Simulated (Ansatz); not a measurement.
## Ansatz (development build ahead of 0.2.0) run

```yaml
crystal:
  periodic: [false, false, false]
  atoms:
    - { symbol: O, position_ang: [0.00065, 0.8296, -0.71114] }
    - { symbol: H, position_ang: [0.00328, 1.59843, -0.10101] }
    - { symbol: Cl, position_ang: [0.00638, -0.49163, 0.336] }
basis:
  gaussian: { orbitals: cc-pVTZ }
hamiltonian:
  xc: hf
correlation:
  method: mp2
  frozen_orbitals: { Cl: 5, H: 0, O: 1 }
```

The input is written out in the form of the current development build from the run's settings.

Output:

| Item | Value |
| --- | --- |
| Converged | yes |
| Reference energy | -534.91894 hartree |
| Correlation energy | -0.43838 hartree |
| Total energy | -535.35732 hartree |
| Spin squared of the determinant | 0.000 |
